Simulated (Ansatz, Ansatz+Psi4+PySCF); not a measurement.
```xyz
3

C     0.0000    0.0000   -0.5284
N     0.0000    0.0000    0.6478
H     0.0000    0.0000   -1.5474
```

Basis set: cc-pVTZ (spherical functions). Correlated methods keep 2 orbitals frozen. Charge 0, multiplicity 1.

Computed with Ansatz (development build ahead of 0.2.0); each method stands on the lowest determinant of its kind that the runs found. Restricted open shells among the atoms or ions are ROHF, correlated in semicanonical orbitals with singles.

Problem. Give the atomization energy at this shape (free ground-state atoms in the same class of orbitals less the molecule, no zero-point energy) of singlet CHN by RHF-CCSD(T), RHF-MP2, RHF.

Solution.

| method | atomization energy |
| --- | --- |
| RHF-CCSD(T) | 13.00 eV |
| RHF-MP2 | 13.53 eV |
| RHF | 8.67 eV |
